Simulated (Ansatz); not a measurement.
Two shapes of singlet C4H4S.

Shape 1:

```xyz
9

S     0.0000    0.0000    1.1900
C     0.0000    1.2400   -0.0100
C     0.0000   -1.2400   -0.0100
C     0.0000    0.7100   -1.2700
C     0.0000   -0.7100   -1.2700
H     0.0000    2.3079    0.2085
H     0.0000   -2.3079    0.2085
H     0.0000    1.3131   -2.1780
H     0.0000   -1.3131   -2.1780
```

Shape 2:

```xyz
9

S     0.0000    0.0000    1.1893
C     0.0000    1.2350   -0.0031
C     0.0000   -1.2350   -0.0031
C     0.0000    0.7120   -1.2695
C     0.0000   -0.7120   -1.2695
H     0.0000    2.2833    0.2931
H     0.0000   -2.2833    0.2931
H     0.0000    1.3256   -2.1717
H     0.0000   -1.3256   -2.1717
```

Basis set: 6-31G* (spherical functions). Correlated methods keep 9 orbitals frozen. Charge 0, multiplicity 1.

Computed with Ansatz (development build ahead of 0.2.0); each method stands on the lowest determinant of its kind that the runs found.

Q: Which shape is lower in energy, and by how much in each method?

A:

```
 method  E(2) − E(1) (eV)
    RHF            -0.021
RHF-MP2            -0.038
```

Shape 2 is lower.
